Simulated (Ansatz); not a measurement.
Frontier orbitals of C$_{2}$H$_{4}$O$_{2}$ (`COC=O`).

The species carries charge 0 and has multiplicity 1. The structure was optimised at the PBE0-D4/def2-TZVP level. It is one conformer, not always the lowest. Basis def2-TZVPP, the Gaussian-basis code of Ansatz.

```tsv
functional	HOMO (eV)	LUMO (eV)	gap (eV)
LDA (SPW92)	-6.85	-1.38	5.47
PBE	-6.65	-1.10	5.55
revPBE	-6.57	-1.00	5.57
r2SCAN	-6.99	-0.83	6.16
B97M-V	-7.14	-0.74	6.40
PBE0	-8.35	0.07	8.42
ωB97X-V	-10.85	2.50	13.35
ωB97M-V	-10.80	2.38	13.18
HF	-12.67	4.17	16.84
```

Question: What is the vertical ionisation energy at frozen-core CCSD(T)/CBS(def2)? (Estimate.)

Answer: Ansatz gave: 11.23 eV (T1 of the cation 0.025).

A quarter of exact exchange (PBE0) shifts PBE's HOMO by −1.69 eV and its LUMO by +1.17 eV; full exchange at long range (ωB97M-V) shifts them by −4.15 and +3.48 eV. The gap opens from 5.55 to 13.19 eV, since occupied levels lose self-interaction and empty ones feel all the electrons. A positive LUMO is unbound and depends on the basis. −ε(HOMO) differs from that ionisation energy by −4.58 eV with PBE and −0.43 eV with ωB97M-V.
